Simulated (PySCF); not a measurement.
Compound: H2O.
Structure used (PBE0-D3(BJ)/def2-SVP), in Å, numbered top down from 1:
```xyz
3
H2O angstrom
O     -0.0412    0.3965    0.0000
H     -0.7297   -0.2762    0.0000
H      0.7709   -0.1204    0.0000
```

Method used: core-valence-separated Tamm–Dancoff BHandHLYP/aug-pcX-1 (pcseg-1 on H) in PySCF, non-relativistic, gas phase, PBE0-D3(BJ)/def2-SVP geometry. No empirical shift is added; at this level the pattern usually sits a few eV under experiment.

The lowest roots of each edge with f over 0.003 (five at most, numbered afresh; weaker and dark ones are left out), with transition dipoles (au) in the frame of the coordinates:

```json
{"root": "1", "edge": "O", "E (eV)": "531.91", "f": "0.0212", "μx": "-0.0042", "μy": "0.0401", "μz": "0.0000"}
{"root": "2", "edge": "O", "E (eV)": "533.29", "f": "0.0420", "μx": "-0.0564", "μy": "-0.0058", "μz": "0.0000"}
{"root": "3", "edge": "O", "E (eV)": "535.19", "f": "0.0134", "μx": "0.0000", "μy": "0.0001", "μz": "-0.0319"}
{"root": "4", "edge": "O", "E (eV)": "535.44", "f": "0.0053", "μx": "-0.0021", "μy": "0.0199", "μz": "0.0000"}
{"root": "5", "edge": "O", "E (eV)": "536.76", "f": "0.0037", "μx": "0.0167", "μy": "0.0018", "μz": "0.0000"}
```

Problem. What is the unit vector of the normal of the molecular plane, and which share of each root's |μ|² lies along it?

Solution. (0.00, 0.00, 1.00), up to sign.

```csv
root,core hole on,share along it,final orbital under reflection in the plane
1,O1,0.00,even
2,O1,0.00,even
3,O1,1.00,odd
4,O1,0.00,even
5,O1,0.00,even
```

The 1s orbitals of atoms in the plane are even under the reflection, so light polarised along the normal reaches odd orbitals alone (the out-of-plane π set) and light polarised in the plane even ones.

Problem. For fixed molecules, how does the intensity of root 3 change when the electric field is turned 20° away from the normal of the molecular plane?

Solution. Intensity goes as (E·μ)², and μ lies along that direction, so it falls to cos²20° = 0.88 of its maximum; it vanishes at 90°.

Problem. Molecules are fixed in this frame and the field points along z. What effective strengths 3 f cos²θ do the roots have (θ between field and μ)?

Solution. root 1 (O1): 0.000, root 2 (O1): 0.000, root 3 (O1): 0.040, root 4 (O1): 0.000, root 5 (O1): 0.000. Root 3 is the strongest. Averaged over all orientations cos²θ is 1/3, which gives f back.

On x86-64 server, one thread, no GPU, shared host, this took 0.3 s wall.
